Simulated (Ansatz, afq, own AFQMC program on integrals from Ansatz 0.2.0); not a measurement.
CHAl, triplet, reference energies and how methods fare

```csv
atom,x (Å),y (Å),z (Å)
Al,0.0000,0.0000,0.1051
C,0.0000,0.0000,-1.8111
H,0.0000,0.0000,1.7060
```

Geometry: a PBE0/def2-TZVP stationary point, not shown to be a minimum. Basis cc-pVDZ. Only valence electrons are correlated. Integrals, coupled cluster, full CI and functionals: Ansatz 0.2.0; the random walks run on the same integrals in our own AFQMC program. The CISD trial takes its coefficients from CCSD amplitudes. Released means that phaseless walkers are propagated on without the constraint, phases kept. Error bars are statistical, one sigma.

Best estimates are CCSD(T) at the basis-set limit (def2-TZVPP/QZVPP) plus the step from CCSD(T) to the highest rung at hand in cc-pVDZ, named in the table (released AFQMC can keep some 10 meV of bias). No zero-point, core-correlation or spin–orbit terms. Other levels are in cc-pVDZ, the functionals in def2-TZVP; a dash marks a level that is missing or breaks spin symmetry for a member.

Cautions: CHAl (triplet): its ph-AFQMC/CISD value lies 72 ± 13 meV above CCSDT(Q); row 1: core correlation is missing, and it shifts such a gap most where an s electron is promoted.

```csv
process,best estimate (kcal/mol),highest rung
"to charge +1, quartet (vertical)",184.8,CCSDT(Q)
to free atoms,129.6,CCSDT(Q)
```

Errors against the best estimates in kcal/mol, the processes numbered in the order above:

```json
{"level": "MP2", "error, 1": "-14.5", "error, 2": "-19.5"}
{"level": "CCSD(T)", "error, 1": "-9.4", "error, 2": "-20.0"}
{"level": "CCSD(T)/CBS", "error, 1": "-1.1", "error, 2": "-1.4"}
{"level": "PBE", "error, 1": "4.8", "error, 2": "8.2"}
{"level": "r2SCAN", "error, 1": "-3.6", "error, 2": "4.8"}
{"level": "PBE0", "error, 1": "-0.9", "error, 2": "0.4"}
{"level": "B3LYP", "error, 1": "4.5", "error, 2": "-0.7"}
{"level": "wB97M-V", "error, 1": "-0.7", "error, 2": "-0.6"}
{"level": "B2PLYP", "error, 1": "-0.4", "error, 2": "-3.5"}
```

Cost at the first geometry: PBE0/cc-pVDZ, 0.99 s on 1 thread of Arm Neoverse V2, on a shared host; UCCSD(T)/cc-pVDZ, 3.9 s on 1 thread of Arm Neoverse V2, with other jobs on the host; CCSDT(Q), 11 s on 1 thread of Arm Neoverse V2 (shared host); ph-AFQMC/CISD with release, 4.6 min on 1 thread of Arm Neoverse V2, with other jobs on the host.

Best estimates are given only where the step beyond CCSD(T) is under 0.3 eV and no member's determinant is very poor (T1 over 0.05, or 0.07 for open shells, ⟨S²⟩ too high by 0.3, two states mixed), so the hardest cases are missing from such tables.

The functionals ran in a triple-zeta set and keep a basis error of their own, a few kJ/mol for each bond in atomization energies and more for double hybrids, so close places among them and the extrapolated levels can swap.

CCSDT and higher add their correlation energy to the determinant of the CCSD(T) run, since their own runs factorise the integrals more tightly (a shift of under 2 meV). Each member of a difference takes its own highest rung, so a best estimate needn't equal the limit plus the step of one row. A walk keeps the symmetry of its determinant, which the program's search chose and which needn't be the lowest solution, so a lower state of the same spin and another symmetry isn't excluded.
